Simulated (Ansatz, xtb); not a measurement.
# Ranking isomers of CHOP

3 gas-phase structures of CHOP, found in a search over its isomers (lower ones may exist). Each was relaxed with GFN2-xTB:

A. `C1=PO1`, a singlet
B. `O=C=P`, a singlet
C. `OC#P`, a singlet

Question: Make a reasoned guess at their ranking by r2SCAN-D4/def2-SVP single-point energy.

Answer: Calculated order at r2SCAN-D4/def2-SVP: B (0.0), C (21.0), A (50.9) kcal/mol.

Energies above the lowest of each column, in kcal/mol; the last columns are at PBE0-D3(BJ)/def2-SVP geometries:

```tsv
structure	GFN2-xTB	HF/STO-3G	r2SCAN-D4/def2-SVP	PBE0-D3(BJ)/def2-SVP	CCSD(T)/def2-TZVPP
B	0.0	0.0	0.0	0.0	0.0
C	11.5	21.0	21.0	20.9	18.6
A	20.2	48.1	50.9	47.6	45.1
```

Every level run on B puts it lowest or level with the lowest. Large T1 diagnostics make some coupled-cluster values less sure.

Programs: Ansatz 0.2.0, xtb 6.7.1.
